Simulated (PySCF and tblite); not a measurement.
Values are calculated unless marked as measured or tabulated.
C8H10O2, numbered as in [CH3:1][O:2][c:3]1[cH:4][cH:5][c:6]([O:7][CH3:8])[cH:9][cH:10]1.

Search: ETKDG and KDG, MMFF94s, GFN2-xTB, 90 starts; geometries at GFN2-xTB. Weights use PBE0-D3(BJ)/pcSseg-1 energies plus GFN2-xTB zero-point and thermal terms (modes under about 100 cm⁻¹ blended into free rotors). Symmetry numbers and mirror images are counted. Conformers within 3 kcal/mol (GFN2-xTB free energy) were kept, 8 at most. (PySCF 2.14, tblite 0.8.)

Rotational constants are equilibrium values for the commonest isotopes; dipoles come from the energy level named.

Torsions listed: C1–O2–C3–C4, C5–C6–O7–C8.

| conformer | shape | symmetry |
| --- | --- | --- |
| 1 | 0°, 0° | C2v |
| 2 | 0°, 180° | C2h |

Problem. Give the rotational constants and dipole components, as needed to look for these species in a jet-cooled rotational spectrum.

Solution. 
```json
{"conformer": "1", "A (MHz)": "4078", "B (MHz)": "713", "C (MHz)": "612", "abs μa (D)": "0.00", "abs μb (D)": "2.45", "abs μc (D)": "0.01", "κ": "-0.94", "Ic−Ia−Ib (u Å²)": "-6.4"}
{"conformer": "2", "A (MHz)": "4583", "B (MHz)": "693", "C (MHz)": "607", "abs μa (D)": "0.00", "abs μb (D)": "0.00", "abs μc (D)": "0.00", "κ": "-0.96", "Ic−Ia−Ib (u Å²)": "-6.4"}
```

Problem. Which type of transition is strongest for conformer 1?

Solution. b-type, since that component is clearly the largest; the top is near-prolate.


Conformer gaps in pcSseg-1 on xTB geometries can be 2 kcal/mol off for S=O, P=O and other polar bonds.